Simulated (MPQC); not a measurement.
# SiNH4 (SMILES N[SiH2]): levels of theory compared

We compute a comparison of 4 runs (UHF/STO-3G, UHF/3-21G, UHF/def2-SVP, UPBE0/def2-SVP) of SiNH4. 

The results are computed with MPQC 2.3.1.

1 further run of the same task is left out (set aside as unsound or not needed).

## Step 1: The structure to begin with

SiNH4: 6 atoms, total charge 0, spin state doublet. SMILES: `N[SiH2]`. Geometry: relaxed at PBE0-D4/def2-TZVP. This is one conformer, not always the lowest.

Bond lengths: N1–Si2 1.725 Å, N1–H3 1.008 Å, N1–H4 1.008 Å, Si2–H5 1.493 Å, Si2–H6 1.493 Å. Angles: N1–Si2–H5 107.3°, N1–Si2–H6 107.3°, Si2–N1–H3 119.9°, Si2–N1–H4 119.9°, H5–Si2–H6 110.5°, H3–N1–H4 110.9°.

## Step 2: Energy and gradient at UHF/STO-3G (run 1)

job.in

```
% H4NSi
molecule<Molecule>: (
   symmetry = c1
   unit = bohr
   { atoms geometry } = {
      N  [ -0.11772994  -1.63177851   0.03949528 ]
      Si [ 0.58090181   1.54069371   0.30537974 ]
      H  [ 1.06769526  -2.78904679  -0.90026553 ]
      H  [ -0.95166608  -2.54451623   1.48834830 ]
      H  [ 1.24230595   2.47138383  -2.27541923 ]
      H  [ -1.74157160   2.83251049   1.25534506 ]
   }
)
basis<GaussianBasisSet>: (
   name = "STO-3G"
   molecule = $:molecule
   basisdir = "."
   puream = yes
)
mpqc: (
   checkpoint = no
   savestate = no
   restart = no
   do_energy = yes
   do_gradient = yes
   optimize = no
   mole<UHF>: (
      molecule = $:molecule
      basis = $:basis
      total_charge = 0
      multiplicity = 2
      memory = 1000000000
      print_evals = yes
      print_npa = yes
      maxiter = 120
      value_accuracy = 1e-08
      guess_wavefunction<ExtendedHuckelWfn>: (
         molecule = $:molecule
         total_charge = 0
         multiplicity = 2
         basis<GaussianBasisSet>: (
            name = "STO-3G"
            molecule = $:molecule
         )
      )
   )
)
```

The basis set STO-3G is read from a file made from the Basis Set Exchange's data (not shown).

The run is started by

```bash
mpqc job.in > job.out
```

The program printed:

```text
MPQC: Massively Parallel Quantum Chemistry
[...]
  USCF::init: total charge = 0
[...]
  iter     1 energy = -312.2883110685 delta = 7.94764e-01
[...]
  <S^2>      = 0.751620
  total scf energy = -341.6124972068
[...]
Value of the MolecularEnergy: -341.6124972068
  Gradient of the MolecularEnergy:
      1    0.0090874781
      2   -0.0119546976
      3    0.0088943635
      4    0.0090326099
      5   -0.0278960438
      6    0.0104407953
      7   -0.0068984642
      8    0.0077549266
      9    0.0019588775
     10    0.0015093425
     11    0.0067314168
     12   -0.0079858155
[...]
      symmetry = c1
[...]
      nbasis = 18
[...]
    nalpha = 13
    nbeta = 12
[...]
```

Wall time 0.16 s (1 thread of Arm Neoverse V2, shared host).

## Step 3: Energy and forces at UHF/3-21G (run 2)

job.in

```
% emacs should use -*- KeyVal -*- mode
molecule<Molecule>: (
  symmetry = c1
  unit = bohr
  { atoms geometry } = {
    N  [ -0.11772994 -1.63177851 0.03949528 ]
    Si [ 0.58090181 1.54069371 0.30537974 ]
    H  [ 1.06769526 -2.78904679 -0.90026553 ]
    H  [ -0.95166608 -2.54451623 1.48834830 ]
    H  [ 1.24230595 2.47138383 -2.27541923 ]
    H  [ -1.74157160 2.83251049 1.25534506 ]
  }
)
basis<GaussianBasisSet>: (
  name = "3-21G"
  molecule = $:molecule
  basisdir = "."
  puream = yes
)
mpqc: (
  checkpoint = no
  savestate = no
  restart = no
  do_energy = yes
  do_gradient = yes
  optimize = no
  mole<UHF>: (
    molecule = $:molecule
    basis = $:basis
    total_charge = 0
    multiplicity = 2
    memory = 1000000000
    print_evals = yes
    print_npa = yes
    maxiter = 120
    value_accuracy = 1e-08
    guess_wavefunction<UHF>: (
      molecule = $:molecule
      total_charge = 0
      multiplicity = 2
      memory = 1000000000
      value_accuracy = 1e-3
      basis<GaussianBasisSet>: (
        name = "STO-3G"
        molecule = $:molecule
      )
    )
  )
)
```

The basis set 3-21G is read from a file made from the Basis Set Exchange's data (not shown).

The run is started by

```bash
mpqc job.in > job.out
```

The program printed:

```text
MPQC: Massively Parallel Quantum Chemistry
[...]
  <S^2>      = 0.753932
  total scf energy = -343.8376154632
[...]
Value of the MolecularEnergy: -343.8376154632
  Gradient of the MolecularEnergy:
      1   -0.0075958339
      2    0.0259211136
      3   -0.0090847112
      4    0.0015253162
      5   -0.0179647157
      6    0.0030961574
      7    0.0058142106
      8   -0.0015692072
      9    0.0015018386
     10    0.0023071798
     11   -0.0011484556
     12    0.0056511256
[...]
      symmetry = c1
[...]
      nbasis = 30
[...]
    nalpha = 13
    nbeta = 12
[...]
```

Wall time 0.58 s (1 thread of Arm Neoverse V2, shared host).

Run 3 isn't shown in full; the table further down has it.

## Step 4: Energy and gradient at UPBE0/def2-SVP (run 4)

job.in

```
% H4NSi
molecule<Molecule>: (
   symmetry = c1
   unit = angstrom
   { atoms geometry } = {
      N  [ -0.062300      -0.863500       0.020900 ]
      Si [ 0.307400       0.815300       0.161600 ]
      H  [ 0.565000      -1.475900      -0.476400 ]
      H  [ -0.503600      -1.346500       0.787600 ]
      H  [ 0.657400       1.307800      -1.204100 ]
      H  [ -0.921600       1.498900       0.664300 ]
   }
)
basis<GaussianBasisSet>: (
   name = "def2-SVP"
   molecule = $:molecule
   basisdir = "."
   puream = yes
)
mpqc: (
   checkpoint = no
   savestate = no
   restart = no
   do_energy = yes
   do_gradient = yes
   optimize = no
   mole<UKS>: (
      molecule = $:molecule
      basis = $:basis
      total_charge = 0
      multiplicity = 2
      memory = 1000000000
      print_evals = yes
      print_npa = yes
      maxiter = 120
      value_accuracy = 1e-08
      functional<SumDenFunctional>: (
         a0 = 0.25
         coefs = [ 0.75 1 ]
         funcs: [ <PBEXFunctional>: () <PBECFunctional>: () ]
      )
      integrator<RadialAngularIntegrator>: ( grid = xfine )
      guess_wavefunction<UHF>: (
         molecule = $:molecule
         total_charge = 0
         multiplicity = 2
         memory = 1000000000
         value_accuracy = 1e-3
         basis<GaussianBasisSet>: (
            name = "MINI (Huzinaga)"
            molecule = $:molecule
         )
      )
   )
)
```

The basis set def2-SVP is read from a file made from the Basis Set Exchange's data (not shown).

The run is started by

```bash
mpqc job.in > job.out
```

The program printed:

```text
MPQC: Massively Parallel Quantum Chemistry
[...]
  Integrated electron density error = -0.000161426499
  iter     1 energy = -346.0336738632 delta = 1.53658e-01
  Integrated electron density error = -0.000245743837
  iter     2 energy = -346.2820839999 delta = 2.15151e-02
[...]
  Integrated electron density error = -0.000000091780
  iter    23 energy = -346.2901473314 delta = 3.47137e-08
  Integrated electron density error = -0.000000091780
  iter    24 energy = -346.2901473313 delta = 2.20891e-08
  Integrated electron density error = -0.000000091780
  iter    25 energy = -346.2901473313 delta = 1.43847e-08
[...]
  <S^2>      = 0.752134
  total scf energy = -346.2901473313
[...]
  Integrated electron density error = -0.000000091498
  Total Gradient:
[...]
Value of the MolecularEnergy: -346.2901473313
  Gradient of the MolecularEnergy:
      1    0.0023712494
      2    0.0001822470
      3    0.0019797460
      4   -0.0028493082
      5   -0.0040976114
      6   -0.0020259753
      7   -0.0035685027
      8    0.0038261719
      9    0.0027809147
     10    0.0024925398
     11    0.0030881945
     12   -0.0043887024
[...]
        symmetry = c1
[...]
        nbasis = 52
[...]
      nalpha = 13
      nbeta = 12
[...]
```

It took 48 s on 1 thread of Arm Neoverse V2, shared host; peak memory 0.22 GiB.

## Step 5: The series

| run | level | starting guess | integration grid | energy (Eh) | ⟨S²⟩ | largest force (eV/Å) | wall time |
| --- | --- | --- | --- | --- | --- | --- | --- |
| 1 | UHF/STO-3G | huckel STO-3G | – | -341.612497 | 0.752 | 1.608 | 0.16 s |
| 2 | UHF/3-21G | STO-3G | – | -343.837615 | 0.754 | 1.465 | 0.58 s |
| 3 | UHF/def2-SVP | huckel STO-3G | – | -345.552522 | 0.755 | 0.486 | 4.2 s |
| 4 | UPBE0/def2-SVP | MINI (Huzinaga) | xfine | -346.290147 | 0.752 | 0.305 | 48 s |

## Step 6: What came out

```
                       quantity          value
            run 4: total energy  -346.29015 Eh
                    run 4: ⟨S²⟩          0.752
run 4: largest force on an atom     0.305 eV/Å
```

What this shows: In run 1 the basis is minimal, so the values are rough. All runs together took 53 s, the longest 48 s.
